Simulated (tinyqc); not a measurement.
UKS/PBE0 in the sto-3g basis, for H2O, spin multiplicity 3, step by step. One step of it, computed by the program tinyqc.

Question. Iteration 2: DIIS coefficients. Solve [B -1; -1 0][c; lambda] = [0; -1] for the coefficients, which sum to one.

B (overlaps of the stored error matrices):
```
                1               2
1   5.5633589e-01  -5.5216066e-01
2  -5.5216066e-01   6.9719692e-01
```

Give: DIIS coefficients.

Answer.

DIIS coefficients: 0.530  0.470
